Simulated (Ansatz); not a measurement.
Mulliken charges of `OC1=NCN1` from ωB97M-V/def2-TZVPP in Ansatz (PBE0-D4/def2-TZVP geometry).

```
atom   x (Å)   y (Å)   z (Å)  charge (e)
  O1  -0.604   1.915  -0.170      -0.269
  C2  -0.141   0.677  -0.174       0.311
  N3   0.126  -0.138  -1.132      -0.336
  C4   0.448  -1.099  -0.057       0.005
  N5   0.236  -0.027   0.955      -0.257
  H6  -0.757   2.171  -1.089       0.212
  H7   1.475  -1.467  -0.075       0.102
  H8  -0.266  -1.921   0.016       0.110
  H9  -0.429  -0.158   1.708       0.122
```

Task: By hand: the dipole of these point charges (1 e Å = 4.8032 D).

Result: Σ q r = (-0.074, -0.177, 0.098) e Å, of length 0.215 e Å = 1.03 D.

Task: How does the dipole of the full density compare? (An estimate is asked.)

Result: The calculation gave: (-0.257, -0.053, 0.242) e Å, 1.71 D; the point charges give 0.60 times that, at 47° from its direction.

Point charges leave out the atoms' own dipoles, such as those of lone pairs, and Mulliken's split depends on the basis, so the two needn't agree.
